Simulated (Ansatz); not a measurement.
**SiH₃+ (triplet): from Hartree-Fock to the top rungs at a displaced geometry (v2), cc-pVTZ**

How much of the correlation energy of SiH₃+ (triplet) does each wave-function method recover here?

The runs use Ansatz 0.2.0, Gaussian basis; cc-pVTZ, core rule «outside noble gas», up to 5 orbitals frozen.

The runs, in order: UHF; CCSD(T) on ROHF; CCSD(T) on UHF; BCCD(T) on ROHF; CCSDT(Q) on ROHF; CCSDT(Q) on UHF; CASSCF and MRCISD+Q, 6 electrons in 7 orbitals; CASSCF and NEVPT2, 6 electrons in 7 orbitals.

15 further runs of the same task are left out: 2 for a known fault of the program, 3 that didn't finish, 10 set aside as unsound or not needed.

## 1. What is computed

The geometry is a PBE0/def2-TZVP stationary point (not a proven minimum) with its atoms shifted at random (size 0.100 Å).

4 atoms, charge 1, spin multiplicity 3.

Atoms are counted from 1 here; the program's logs count them from 0.

Bond lengths: Si1–H2 1.488 Å, Si1–H3 1.682 Å, H3–H4 0.798 Å. Angles: H2–Si1–H3 105.8°, Si1–H3–H4 80.3°.

## 2. UHF

Contents of in.yaml:

```yaml
crystal:
  periodic: [false, false, false]
  atoms:
    - {symbol: Si, position_ang: [0.008368, 0.070728, -0.079899]}
    - {symbol: H, position_ang: [-0.156506, -1.214045, -0.813037]}
    - {symbol: H, position_ang: [0.359435, -0.350734, 1.510569]}
    - {symbol: H, position_ang: [-0.436098, -0.406004, 1.528783]}
basis:
  gaussian: {orbitals: cc-pVTZ}
total_charge: 1
magnetization: {spin_polarized: true, initial_magnetization: 2}
hamiltonian: {xc: hf}
output: {orbitals: {seedname: orbitals}}
```

Launch:

```console
ansatz run in.yaml --threads 1 --pin off --events-out ev --progress --plain --max-ram 2393MiB
```

The runs that follow: CCSD(T) on ROHF; CCSD(T) on UHF; BCCD(T) on ROHF; CCSDT(Q) on ROHF; CCSDT(Q) on UHF; CASSCF and MRCISD+Q, 6 electrons in 7 orbitals; CASSCF and NEVPT2, 6 electrons in 7 orbitals.

Q: Predict the results of all the runs planned. Wanted: UCCSDT(Q) below the RHF energy; RMP2 from UCCSDT(Q); UMP2 from UCCSDT(Q); RCCSD from UCCSDT(Q); RCCSD(T) from UCCSDT(Q); UCCSD(T) from UCCSDT(Q); RCCSDT(Q) from UCCSDT(Q); NEVPT2 valence from UCCSDT(Q); MRCISD+Q valence from UCCSDT(Q).

**Answer**, as computed:

| quantity | value |
| --- | --- |
| UCCSDT(Q) below the RHF energy | -3.2562 eV |
| RMP2 from UCCSDT(Q) | +16.86 kcal/mol |
| UMP2 from UCCSDT(Q) | +16.67 kcal/mol |
| RCCSD from UCCSDT(Q) | +2.43 kcal/mol |
| RCCSD(T) from UCCSDT(Q) | +0.58 kcal/mol |
| UCCSD(T) from UCCSDT(Q) | +0.53 kcal/mol |
| RCCSDT(Q) from UCCSDT(Q) | +0.05 kcal/mol |
| NEVPT2 valence from UCCSDT(Q) | +14.10 kcal/mol |
| MRCISD+Q valence from UCCSDT(Q) | +0.84 kcal/mol |
| levels within 1 kcal/mol (43 meV) | RCCSD(T), UCCSD(T), BCCD(T), RCCSDT, UCCSDT, RCCSDT(Q), MRCISD+Q valence |
| T1 diagnostic | 0.026 |
| effectively unpaired electrons | 2.01 |

RCCSD(T) misses by +0.58 kcal/mol, 0.8 % of the correlation energy. One determinant dominates. Of the multireference levels listed MRCISD+Q valence comes nearest in total energy (+0.84 kcal/mol), which doesn't show that its space is the better one. These misses are within one basis, not against nature; the frozen cores of restricted and unrestricted runs differ, which can shift their rows.
